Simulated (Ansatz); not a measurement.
propyne (SMILES C#CC) moved off its minimum; all values from Ansatz (a program for electronic structure), cores frozen in correlated methods.
(charge 0, multiplicity 1)
```xyz
7

C     -1.3133    -0.1200    -0.2594
C      0.3117    -0.0285    -0.0168
C      1.4733    -0.0341     0.1053
H     -1.5835    -0.9183    -0.8508
H     -1.6398     0.9320    -0.7122
H     -1.7582    -0.3027     0.9160
H      2.4630     0.2653     0.4262
```

Forces at B3LYP/def2-TZVPP (eV/Å):

| atom | Fx | Fy | Fz |
|---|---|---|---|
| C1 | 2.637 | 3.724 | 4.535 |
| C2 | -7.710 | -0.742 | -1.528 |
| C3 | 4.482 | 0.965 | 1.174 |
| H4 | -0.395 | -1.636 | -1.334 |
| H5 | 0.490 | -2.445 | 1.145 |
| H6 | 0.966 | 0.729 | -3.527 |
| H7 | -0.470 | -0.595 | -0.465 |

**Question.** Give the forces (eV/Å), the total energy and the dipole at CCSD(T)/cc-pVTZ.

**Answer.** 
```json
[
 {"atom": "C1", "Fx": "2.501", "Fy": "3.741", "Fz": "4.541"},
 {"atom": "C2", "Fx": "-8.940", "Fy": "-0.678", "Fz": "-1.609"},
 {"atom": "C3", "Fx": "5.798", "Fy": "0.901", "Fz": "1.271"},
 {"atom": "H4", "Fx": "-0.401", "Fy": "-1.701", "Fz": "-1.384"},
 {"atom": "H5", "Fx": "0.507", "Fy": "-2.426", "Fz": "1.145"},
 {"atom": "H6", "Fx": "0.990", "Fy": "0.735", "Fz": "-3.516"},
 {"atom": "H7", "Fx": "-0.457", "Fy": "-0.571", "Fz": "-0.447"}
]
```
Energy -116.3901 hartree, dipole 0.87 D.
